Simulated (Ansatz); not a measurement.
```yaml
crystal:
  periodic: [false, false, false]
  atoms:
    - {symbol: Ta, position_ang: [0.000000, 0.000000, 0.000000]}
    - {symbol: C, position_ang: [0.000000, 0.000000, 2.210000]}
basis:
  gaussian: {orbitals: def2-TZVP}
total_charge: 1
magnetization: {spin_polarized: true, initial_magnetization: 2}
hamiltonian: {xc: pbe0}
relax: {f_tol: 0.004, max_steps: 80}
```

```sh
$ ansatz run in.yaml --threads 1 --pin off --events-out ev --progress --plain --max-ram 2176MiB
```

Steps of the relaxation (energy above the last step; positions in Å, forces in eV/Å):

```
2
step 1, 1759.4 meV
Ta    0.000    0.000    0.000    0.000    0.000    4.108
C     0.000    0.000    2.210    0.000    0.000   -4.108
```

```
2
step 2, 114.5 meV
Ta    0.000    0.000    0.196    0.000    0.000    2.920
C     0.000    0.000    2.014    0.000    0.000   -2.920
```

```
2
step 3, 3629.0 meV
Ta    0.000    0.000    0.391    0.000    0.000  -27.530
C     0.000    0.000    1.819    0.000    0.000   27.530
```

```
2
step 4, 0.5 meV
Ta    0.000    0.000    0.231    0.000    0.000    0.205
C     0.000    0.000    1.979    0.000    0.000   -0.205
```

```
2
step 6, 0.0 meV
Ta    0.000    0.000    0.233    0.000    0.000    0.002
C     0.000    0.000    1.977    0.000    0.000   -0.002
```

Close pairs at the end: Ta1–C2 1.743 Å.

A stationary point of unrestricted PBE0 after 6 steps, with ⟨S²⟩ = 2.006 against 2.00 for a pure state. 95 s on 1 thread of AMD EPYC 7R43, shared host.
